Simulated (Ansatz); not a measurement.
# HAl–AlH, triplet: reading a ladder of total energies

Geometry: displaced at random from a stationary point.

```xyz
4

Al    0.0646    0.0237    1.1408
Al   -0.1003    0.0321   -1.1476
H    -0.0237   -0.0003    2.7188
H     0.0594   -0.0556   -2.7121
```

Basis cc-pVDZ; Ansatz 0.2.0. Correlated methods freeze the noble-gas cores, which leaves 8 electrons in 36 orbitals. R marks a restricted (for open shells ROHF) determinant, U an unrestricted one.

Full CI isn't at hand for all of this; UCCSDT(Q) serves as the reference, and is uncertain by about the last step of the cluster series.

Runs differ by some tens of microhartree through their thresholds and, for an open shell, their frozen cores, so steps under 0.03 kcal/mol mean nothing.

```csv
level,total energy (hartree)
UHF,-484.921594
UMP2,-485.022974
UCCSD,-485.054165
UCCSD(T),-485.058592
UCCSDT,-485.060018
UCCSDT(Q),-485.060262
```

Question: What is the correlation energy at UCCSDT(Q), and what share of it do UMP2 and UCCSDT recover?

Answer: E(corr) = -485.060262 − (-484.921594) = -0.138668 hartree = -3.773 eV. UMP2: -0.101380 / -0.138668 = 73.11 %. UCCSDT: -0.138424 / -0.138668 = 99.82 %.

Question: By how many kcal/mol does UCCSD(T) miss UCCSDT(Q) (1 hartree = 627.509 kcal/mol), and which steps make up the rest?

Answer: -485.058592 − (-485.060262) = 0.001670 hartree = 1.05 kcal/mol. Steps: UCCSDT − UCCSD(T) = -0.89, UCCSDT(Q) − UCCSDT = -0.15 kcal/mol. Differences between like states or geometries often cancel part of this.
